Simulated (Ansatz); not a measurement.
Chromium, bcc: convergence with cold smearing

Computed with Ansatz, LDA, scalar-relativistic PAW, on the relaxed cell (a = 2.788 Å; non-magnetic). Errors count from a run at 420 eV on a Γ-centred 26×26×26 mesh with Fermi-Dirac smearing of 0.05 eV, extrapolated to zero width. Fixed here: cutoff 420 eV, mesh 16×16×16.

| width (eV) | E(σ→0) error (meV/atom) | F error (meV/atom) | P (GPa) | SCF iterations |
| --- | --- | --- | --- | --- |
| 0.01 | -1.7 | -1.7 | 0.25 | 14 |
| 0.03 | -1.7 | -1.7 | 0.31 | 13 |
| 0.1 | -1.6 | -1.9 | 0.20 | 14 |
| 0.3 | -2.2 | -2.5 | 0.13 | 13 |
| 0.6 | -9.5 | -3.3 | -0.31 | 13 |
| 1.0 | -13.3 | 42.8 | -2.80 | 13 |

What does the run at 0.2 give (width)?

E(σ→0) error (meV/atom): -2.2; F error (meV/atom): -2.4; P (GPa): 0.14; SCF iterations: 13.
